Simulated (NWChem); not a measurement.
**Correlation energy of tetrafluoromethane (CF4)**

```
C
F 1 1.3157
F 1 1.3157 2 109.47
F 1 1.3157 2 109.47 3 120.00
F 1 1.3157 2 109.47 4 120.00
```
Charge 0, spin multiplicity 1.

All runs are NWChem calculations. The geometry was optimised at PBE0/def2-SVP, a minimum by its harmonic frequencies.

Basis set: cc-pVDZ. Each correlation energy counts from its own Hartree-Fock reference.

The correlated methods keep 5 core orbitals frozen. Coupled-cluster values serve here as a point of comparison, not as the truth.

Problem. Order these methods by the correlation energy they give, lowest first: RI-MP2, SCS-MP2, CR-CCSD[T], CR-CCSD(T), CCSD, CCSD+T(CCSD).

Solution. CCSD+T(CCSD) (-896.0 mHa), CR-CCSD[T] (-891.8 mHa), CR-CCSD(T) (-890.5 mHa), CCSD (-877.8 mHa), RI-MP2 (-868.8 mHa), SCS-MP2 (-832.8 mHa)
